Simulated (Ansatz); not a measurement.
## Sc₂H: from a trial structure to a relaxed crystal

Computed with Ansatz, DFT PBE, scalar-relativistic, plane waves, PAW. Cutoff 420 eV, Γ-centred k mesh, Gaussian smearing, no spin polarisation in the final step.

The start is a random cell of Sc₂H with space group Pmna (No. 53), drawn with lower limits on the distances.

```xyz
6
Lattice="5.0871 0.0000 0.0000 0.0000 3.6594 0.0000 0.0000 0.0000 4.8674" Properties=species:S:1:pos:R:3 pbc="T T T"
Sc    3.8153    1.2198    1.2169
Sc    3.8153    2.4396    3.6506
Sc    1.2718    1.2198    1.2169
Sc    1.2718    2.4396    3.6506
H     0.0000    1.8297    0.0000
H     2.5435    1.8297    2.4337
```

Cell and atoms relax at zero pressure; the relaxation can't lower the symmetry of the start. After a coarse first stage the cell is made exact in the group found at 0.06 Å.

Energies over the elements count from the elements' standard structures at the same level (H₂ as a molecule), with no empirical corrections.

**Question.** Describe the relaxed structure.

**Answer.** It keeps Pmna (No. 53). Conventional cell: a = 6.138 Å, b = 3.155 Å, c = 5.331 Å. Sc has 2 H at 2.15 Å; around H lie 4 Sc at 2.15 Å.

```
Sc H
1.0
     6.13756    0.00000    0.00000
     0.00000    3.15507    0.00000
     0.00000    0.00000    5.33086
Sc H
4 2
Direct
  0.75000 0.27439 0.25000
  0.75000 0.72561 0.75000
  0.25000 0.27439 0.25000
  0.25000 0.72561 0.75000
  0.00000 0.50000 0.00000
  0.50000 0.50000 0.50000
```

**Question.** What are its volume, energy, density and gap?

**Answer.** The volume per atom is 17.20 Å³, the density is 2.93 g/cm³ and the energy over the elements is 0.08 eV/atom. The gap on the 6×12×8 mesh is 0 eV (a metal).

The final run used a 6×12×8 mesh on its 6-atom cell and 0.10 eV smearing. The k mesh leaves about 4 meV/atom of noise in metals. A structure relaxed within its symmetry needn't be a true minimum.

Cost: 2 runs of about 1.4 core-minutes in all, on Intel Xeon 6975P-C (Granite Rapids) (shared hosts).